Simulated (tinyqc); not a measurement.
Inside a calculation. Method: coupled-perturbed Hartree-Fock on RHF in the sto-6g basis, for H2O, spin multiplicity 1. One step of it, computed by the program tinyqc.

Task: Coupled step 2. U_ai = -(mu_ai + sum_bj [4 (ai|bj) - (ab|ij) - (aj|bi)] U_bj) / (e_a - e_i); alpha = -4 sum U_ai mu_ai.

U after step 1:
```
           i1         i2        i3        i4        i5
a6  -0.000614  -0.007006  0.000000  0.548808  0.000000
a7   0.000000   0.000000  0.479197  0.000000  0.000000
```

dipole integrals <a|z|i> (bohr):
```
          i1         i2         i3         i4        i5
a6  0.043142  -0.122254   0.000000  -0.549687  0.000000
a7  0.000000   0.000000  -0.682717   0.000000  0.000000
```

orbital energies (hartree): MO1 -20.514046, MO2 -1.272334, MO3 -0.599803, MO4 -0.470862, MO5 -0.400284, MO6 0.586140, MO7 0.689601

Two-electron integrals over orbitals (pq|rs), unique and non-zero (hartree):
```
(11|11) 4.762004    (21|11) -0.427505   (21|21) 0.062189    (22|11) 1.019887
(22|21) -0.014111   (22|22) 0.731339    (31|31) 0.011502    (32|31) 0.017789
(32|32) 0.141560    (33|11) 0.801988    (33|21) -0.004209   (33|22) 0.645406
(33|33) 0.631182    (41|11) 0.193821    (41|21) -0.025247   (41|22) 0.016188
(41|33) 0.006190    (41|41) 0.028903    (42|11) -0.142943   (42|21) 0.009928
(42|22) -0.000535   (42|33) 0.005350    (42|41) 0.017570    (42|42) 0.125118
(43|31) -0.003679   (43|32) 0.019870    (43|43) 0.049618    (44|11) 0.987363
(44|21) -0.013148   (44|22) 0.672187    (44|33) 0.595991    (44|41) -0.010759
(44|42) -0.102442   (44|44) 0.764025    (51|51) 0.026702    (52|51) 0.032397
(52|52) 0.145480    (53|53) 0.028782    (54|51) -0.013645   (54|52) -0.047997
(54|54) 0.055246    (55|11) 1.117085    (55|21) -0.011238   (55|22) 0.750151
(55|33) 0.628777    (55|41) 0.004801    (55|42) -0.073626   (55|44) 0.720531
(55|55) 0.880663    (61|11) -0.240400   (61|21) 0.037833    (61|22) -0.000870
(61|33) 0.000658    (61|41) -0.001281   (61|42) 0.021261    (61|44) -0.019185
(61|55) -0.005697   (61|61) 0.033691    (62|11) 0.312694    (62|21) -0.007170
(62|22) 0.144942    (62|33) 0.078626    (62|41) 0.019255    (62|42) 0.021261
(62|44) 0.081791    (62|55) 0.157238    (62|61) 0.007753    (62|62) 0.103030
(63|31) 0.003431    (63|32) -0.035144   (63|43) -0.029157   (63|63) 0.067721
(64|11) 0.228083    (64|21) -0.002000   (64|22) 0.099796    (64|33) 0.045267
(64|41) 0.000810    (64|42) -0.041310   (64|44) 0.126154    (64|55) 0.123779
(64|61) -0.000966   (64|62) 0.059821    (64|64) 0.076828    (65|51) 0.015064
(65|52) 0.056860    (65|54) -0.000242   (65|65) 0.037770    (66|11) 0.821685
(66|21) -0.007621   (66|22) 0.619973    (66|33) 0.573316    (66|41) 0.020994
(66|42) 0.055262    (66|44) 0.555259    (66|55) 0.594565    (66|61) 0.008820
(66|62) 0.101819    (66|64) 0.045973    (66|66) 0.604744    (71|31) 0.015538
(71|32) 0.022498    (71|43) -0.005146   (71|63) 0.004186    (71|71) 0.021038
(72|31) 0.013992    (72|32) 0.041735    (72|43) -0.035444   (72|63) 0.035008
(72|71) 0.017982    (72|72) 0.062282    (73|11) 0.362322    (73|21) -0.007193
(73|22) 0.139723    (73|33) 0.090292    (73|41) -0.000918   (73|42) -0.080607
(73|44) 0.153303    (73|55) 0.190410    (73|61) -0.006777   (73|62) 0.075404
(73|64) 0.085381    (73|66) 0.039464    (73|73) 0.155566    (74|31) -0.009735
(74|32) -0.078372   (74|43) -0.001037   (74|63) 0.045313    (74|71) -0.012873
(74|72) -0.015813   (74|74) 0.071275    (75|53) 0.023631    (75|75) 0.023942
(76|31) 0.008861    (76|32) 0.094372    (76|43) 0.050167    (76|63) -0.060864
(76|71) 0.011271    (76|72) -0.010694   (76|74) -0.059703   (76|76) 0.113392
(77|11) 0.854607    (77|21) -0.008618   (77|22) 0.620845    (77|33) 0.607451
(77|41) 0.004097    (77|42) -0.012095   (77|44) 0.599932    (77|55) 0.618301
(77|61) -0.004313   (77|62) 0.067828    (77|64) 0.040382    (77|66) 0.568765
(77|73) 0.086695    (77|77) 0.613764
```

Give: U after step 2; polarisability.

Result:

U after step 2:
```
         i1       i2      i3      i4      i5
a6  -0.0005  -0.0165  0.0000  0.5779  0.0000
a7   0.0000   0.0000  0.4780  0.0000  0.0000
```

polarisability = 2.5681 bohr^3
